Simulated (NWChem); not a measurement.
# Total energies of hydroxide (HO (-1))

SMILES: [OH-]
```xyz
2

O      0.0000     0.0000     0.1090
H      0.0000     0.0000    -0.8717
```
Charge -1, spin multiplicity 1.

The numbers come from NWChem runs, not from measurements. The geometry was optimised at PBE0/def2-SVP, a minimum by its harmonic frequencies.

Basis set: def2-SVPD (31 functions).

| method | total energy (Ha) |
|---|---|
| RHF | -75.32766 |
| MP2 | -75.56462 |
| B2PLYP | -75.68670 |
| PBE | -75.67176 |
| B3LYP | -75.75244 |
| BP86 | -75.75677 |
| CCSD(T) | -75.57162 |

Total energies of different functionals aren't comparable as a measure of quality: only differences taken within one method are. 

The correlated methods keep 1 core orbital frozen. B3LYP has NWChem's definition, with VWN1-RPA local correlation. The anion's geometry comes from a basis without diffuse functions. Coupled-cluster values serve here as a point of comparison, not as the truth.
